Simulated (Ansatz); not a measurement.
in.yaml

```yaml
crystal:
  periodic: [false, false, false]
  atoms:
    - {symbol: C, position_ang: [-0.129663, 0.000000, 0.000000]}
    - {symbol: H, position_ang: [-0.492868, 1.027301, 0.000000]}
    - {symbol: H, position_ang: [-0.492868, -0.513650, 0.889668]}
    - {symbol: H, position_ang: [-0.492868, -0.513650, -0.889669]}
    - {symbol: H, position_ang: [1.039337, 0.000000, 0.000000]}
    - {symbol: H, position_ang: [1.984337, 0.000000, 0.000000]}
basis:
  gaussian: {orbitals: 6-31G}
magnetization: {spin_polarized: false, initial_magnetization: 1}
hamiltonian: {xc: {name: PBE}}
correlation: {method: ccsdt, electrons: valence}
scf: {lower_state_search: off}
output: {forces: true}
```

```sh
$ ansatz run in.yaml --threads 1 --pin off --events-out ev --progress --plain --max-ram 2393MiB
```

(1) Roughly how long does this take on 1 thread of Arm Neoverse V1, shared host, and how much host memory?

```
these checks for a lower state are left out or cut short: starts, cluster_reference, orbital_swaps, neighbouring_geometries, increment
441 factors; integrals over basis functions are off by at most 2.5e-7 eV
mean field evaluation 1: about -1108.9240 eV, gradient 4.1e1 eV
mean field evaluation 2: about -1108.9093 eV, gradient 4.1e1 eV
mean field evaluation 4: about -1113.3226 eV, gradient 4.1e0 eV
mean field evaluation 8: about -1113.3980 eV, gradient 2.2e-2 eV
mean field -1113.39801287 eV, -40.9166222848 hartree, gradient 5.9e-6 eV, S^2 0.750000; 0 other end points of the search recorded, 0 dependent functions left out
1 core orbitals not correlated: weight in the atoms' cores, before any rotation towards them, 1.000 or more for the frozen orbitals, at most 0.000 for the correlated occupied ones
reference -1105.54747985 eV, -40.6281205175 hartree; 5, 4 occupied and 13, 14 virtual orbitals, 441 factors
second order -2.92443555 eV of doubles, -0.17949468 eV of singles
cycle   1  -3.45161516 eV  change   -3.5e-1 eV  update   4.9e-2
cycle   2  -3.66103707 eV  change   -2.1e-1 eV  update   1.9e-2
cycle   3  -3.69761689 eV  change   -3.7e-2 eV  update   6.0e-3
cycle   4  -3.69638884 eV  change    1.2e-3 eV  update   2.1e-3
cycle   5  -3.69731599 eV  change   -9.3e-4 eV  update   7.3e-4
cycle   6  -3.69735593 eV  change   -4.0e-5 eV  update   2.9e-4
cycle   7  -3.69742219 eV  change   -6.6e-5 eV  update   1.1e-4
cycle   8  -3.69744436 eV  change   -2.2e-5 eV  update   3.4e-5
cycle   9  -3.69742860 eV  change    1.6e-5 eV  update   1.2e-5
cycle  10  -3.69742695 eV  change    1.6e-6 eV  update   3.6e-6
cycle  11  -3.69742865 eV  change   -1.7e-6 eV  update   1.6e-6
cycle  12  -3.69742754 eV  change    1.1e-6 eV  update   4.9e-7
cycle  13  -3.69742727 eV  change    2.7e-7 eV  update   1.9e-7
the calculation of the forces begins
mean field evaluation 16: about -1105.5524 eV, gradient 8.5e0 eV
Total energy: -1109.24490712 eV, -40.7639984633 hartree
Atom 0 at    -0.129663     0.000000     0.000000 Å, force    -1.379545     0.000017     0.000000 eV/Å
Atom 1 at    -0.492868     1.027301     0.000000 Å, force     0.084161     0.462812    -0.000000 eV/Å
Atom 2 at    -0.492868    -0.513650     0.889668 Å, force     0.084156    -0.231414     0.400819 eV/Å
Atom 3 at    -0.492868    -0.513650    -0.889669 Å, force     0.084156    -0.231414    -0.400819 eV/Å
Atom 4 at     1.039337     0.000000     0.000000 Å, force    -1.047089    -0.000000    -0.000000 eV/Å
Atom 5 at     1.984337     0.000000     0.000000 Å, force     2.174162     0.000000     0.000000 eV/Å
Dipole moment:    -0.139957    -0.000000     0.000000 e Å
Checks for a lower state left out: starts, cluster_reference, orbital_swaps, neighbouring_geometries, increment
```

Forces (eV/Å):
```
C   -1.380  0.000  0.000
H    0.084  0.463  0.000
H    0.084 -0.231  0.401
H    0.084 -0.231 -0.401
H   -1.047  0.000  0.000
H    2.174  0.000  0.000
```

## Answers

(1) 4 s wall and 0.13 GiB.
